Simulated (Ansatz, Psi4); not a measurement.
C2H3N (isocyanomethane): a line through the functionals

C2H3N has 6 atoms, charge 0, and is taken as a singlet. SMILES: `[C-]#[N+]C`. Geometry: relaxed at PBE0-D4/def2-TZVP.

The vertical ionisation energy (to the doublet cation) y, in eV, basis def2-SVPD; a is the functional's share of exact exchange. Programs: Ansatz 0.2.0, Psi4 1.11.

```
functional  program     a  y (eV)
       PBE     Psi4     0   11.06
    r2SCAN     Psi4     0   11.01
     B3LYP     Psi4   0.2       ?
   r2SCAN0   Ansatz  0.25   11.07
      PBE0     Psi4  0.25   11.15
     BHLYP     Psi4   0.5   11.25
```

Task: Fit y = c + s·a to the known rows and predict B3LYP.

Result: 
1. Means of the 5 rows: a = 0.2000, y = 11.108.
2. Σ(Δa)² = 0.175, Σ(Δa·Δy) = 0.072, so the slope is 0.072/0.175 = 0.41143.
3. Intercept: 11.108 − (0.41143) × 0.2000 = 11.026. The largest residual of the fit is 0.059.
4. B3LYP: 11.026 + (0.41143) × 0.2 = 11.11 eV.

The run gave 11.31 eV, so the prediction is off by -0.20 eV, more than the largest residual. The rows mix families of semi-local functionals, which the line can't see.
